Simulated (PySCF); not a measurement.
Gas-phase reaction: H2BNH2 = B + 4 H + N

Energies from PySCF, thermal terms from the rigid-rotor harmonic-oscillator model, ideal gas at 1 bar. † marks an energy on the PBE0/def2-TZVP geometry and frequencies; other levels use their own. 6-31G* has spherical d functions here. Open shells (unrestricted): B (multiplicity 2), H (multiplicity 2), N (multiplicity 4); the rest are closed-shell singlets. Spin-orbit splitting is ignored; it lowers the true energy and changes the entropy of B. B3LYP is the form with VWN-RPA correlation. H2BNH2: computed as isolated molecules; such fragments, hydroxides, amides, oligomers or adducts are transient or little studied in the gas.

```tsv
level	ΔH°(298 K), kJ
B3LYP/def2-TZVP†	2014
HF/6-31G*	1437
HF/def2-TZVP†	___
PBE/def2-SVP	___
PBE0/def2-QZVP†	1998
PBE0/def2-SVP†	2000
PBE0/def2-TZVP	1992
r2SCAN/def2-TZVP†	___
ωB97X-V/def2-TZVP†	___
```

**Question.** Fill in the missing entries.

**Answer.** 
- HF/def2-TZVP†, ΔH°(298 K), kJ: 1458
- PBE/def2-SVP, ΔH°(298 K), kJ: 2035
- r2SCAN/def2-TZVP†, ΔH°(298 K), kJ: 1994
- ωB97X-V/def2-TZVP†, ΔH°(298 K), kJ: 2004
